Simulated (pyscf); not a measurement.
H₃C–GaH–CH₃ + silanol (HO–SiH₃) → H₃C–Ga(CH₃)–O–SiH₃ + hydrogen (H₂) (four-centre exchange; singlet surface; Ga–H, H–O broken, Ga–O, H–H formed). Structures and frequencies: ωB97X-D3(BJ)/def2-SVP in PySCF. Energies in eV from the separated reactants.

```tsv
level	barrier	reaction energy
ωB97X-D3(BJ)/def2-TZVP	0.17	-0.88
B3LYP-D3(BJ)/def2-TZVP	0.20	-0.85
PBE0-D3(BJ)/def2-TZVP	0.14	-0.77
M06-2X/def2-TZVP	0.12	-1.00
ωB97M-D3(BJ)/def2-TZVP	0.29	-0.77
HF/def2-TZVP	0.90	-0.70
```

The functionals in the table span 0.17 eV in this barrier, from M06-2X to ωB97M-D3(BJ)/def2-TZVP. On the reactant side the descent ends in an adduct with a Ga–O contact, 0.60 eV under the separated species and 0.78 eV under the saddle at ωB97X-D3(BJ)/def2-TZVP. What is counted as formed (Ga–O) is already present as a longer contact in the reactant adduct; forming that adduct is a step of its own. At the saddle there is also a short Ga–H contact that neither side keeps. This is the saddle that the search found; another between the same sides may lie lower. Elements up to Kr have no core potential and no relativistic terms here.
